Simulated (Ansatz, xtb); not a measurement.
**Loss of CH4: C3H4F2 → C2F2 + CH4**

Species: C3H4F2 (cis-1,2-difluorocyclopropane) `FC1CC1F`, singlet; C2F2 `FC#CF`, singlet; CH4 (methane) `C`, singlet. 

Shapes, held fixed at every level: PBE0-D4/def2-TZVP. Programs: Ansatz 0.2.0, xtb 6.7.1. Electronic energies: no zero-point or thermal term.

```
               level                    kind  ΔE (kJ/mol)  less CCSD(T)/CBS estimate  CPU time (sum over the molecules)
            GFN1-xTB          semi-empirical       +199.5                      -40.0                            0.095 s
 B3LYP-D4/def2-TZVPP           global hybrid       +227.6                      -11.9                               14 s
  wB97X-V/def2-TZVPP  range-separated hybrid       +263.9                      +24.4                               28 s
   B2PLYP/def2-TZVPP           double hybrid       +225.2                      -14.3                               19 s
      MP2/def2-TZVPP     perturbation theory       +240.3                       +0.8                                  –
  CCSD(T)/def2-TZVPP   coupled cluster or CI       +237.7                       -1.8                            5.7 min
     CCSD/def2-TZVPP   coupled cluster or CI       +239.5                        0.0                                  –
CCSD(T)/CBS estimate   coupled cluster or CI       +239.5                        0.0                            7.9 min
```

The highest level, CCSD(T)/CBS estimate, gives ΔE = +239.5 kJ/mol; the levels span +199.5 to +263.9. The column of differences is taken from that level and isn't an error. No measured value is set beside it here. The CBS estimate extrapolates MP2 from def2-TZVPP and def2-QZVPP and adds CCSD(T) − MP2 in the triple-zeta set, cores frozen. Times are processor times on shared x86 and Arm servers, and rough.
